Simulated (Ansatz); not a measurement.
`CC1(O)CC1` and `CC1(C)CC1` differ in one atom or group.

Ansatz, PBE0-D4/def2-TZVP geometries, multiplicity 1. Each molecule was computed in one conformer, which needn't be the lowest.

```json
{"property": "HOMO energy (PBE/def2-TZVPP) / eV", "`CC1(O)CC1`": "-5.93"}
{"property": "LUMO energy (ωB97M-V/def2-TZVPP) / eV", "`CC1(O)CC1`": "2.49"}
{"property": "size of the dipole moment (ωB97M-V/def2-TZVPP) / D", "`CC1(O)CC1`": "1.49"}
{"property": "size of the dipole moment (PBE/def2-TZVPP) / D", "`CC1(O)CC1`": "1.41"}
{"property": "LUMO energy (B3LYP/def2-TZVPP) / eV", "`CC1(O)CC1`": "0.71"}
{"property": "HOMO energy (B3LYP/def2-TZVPP) / eV", "`CC1(O)CC1`": "-7.16"}
```

What does the change do to each property? (Estimate.)

The calculation gave: 
| property | `CC1(C)CC1` | shift |
| --- | --- | --- |
| HOMO energy (PBE/def2-TZVPP) / eV | -6.34 | -0.41 |
| LUMO energy (ωB97M-V/def2-TZVPP) / eV | 2.71 | 0.22 |
| size of the dipole moment (ωB97M-V/def2-TZVPP) / D | 0.13 | -1.36 |
| size of the dipole moment (PBE/def2-TZVPP) / D | 0.12 | -1.29 |
| LUMO energy (B3LYP/def2-TZVPP) / eV | 0.97 | 0.26 |
| HOMO energy (B3LYP/def2-TZVPP) / eV | -7.40 | -0.24 |

With PBE0 the HOMO falls by 0.23 eV and the LUMO rises by 0.23 eV, so the gap widens by about 0.46 eV. PBE moves the HOMO by -0.41 eV and ωB97M-V by -0.17 eV. Dipoles are sizes alone; their direction can turn.

B3LYP here is the variant with VWN-RPA as its local correlation; programs differ in this.
